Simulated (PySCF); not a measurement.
Mapped SMILES: `[CH2:1]=[CH:2][C@:3]([CH3:4])([F:5])[Cl:6]` (H(Xn): hydrogen on atom n). Ha(C1) is cis to C3; Hb(C1) is trans to C3.

Geometry: GFN2-xTB; GIAO absolute shieldings from PySCF, gas phase, non-relativistic, averaged over equivalent atoms.

At HF/6-31G (70 basis functions, 2.3 s wall time on 1 thread of an Arm Neoverse V1, shared host):
```
 atoms  σ (ppm)
    C2     69.5
    C1     86.6
    C3    103.8
    C4    176.2
    F5    358.4
   Cl6    725.1
Ha(C1)    26.98
 H(C2)    27.20
Hb(C1)    27.52
 H(C4)    31.46
```

Problem. Estimate the result of repeating the calculation with wB97X/aug-pcSseg-1.

Solution. 
```tsv
atoms	σ at wB97X/aug-pcSseg-1	change
C2	40.6	-28.9
C1	66.5	-20.1
C3	72.2	-31.6
C4	155.1	-21.1
F5	307.4	-51.0
Cl6	595.3	-129.8
Ha(C1)	25.69	-1.29
H(C2)	25.40	-1.80
Hb(C1)	26.22	-1.30
H(C4)	29.79	-1.67
```

The largest change is at Cl6 (chlorine bonded to C). Cost: 217 basis functions, 31 s wall time on 1 thread of an Arm Neoverse V1, shared host. The order of the carbon signals is the same at both levels.

Carbons that carry Cl, above all several Cl atoms, come out too deshielded, partly because spin–orbit coupling is missing.
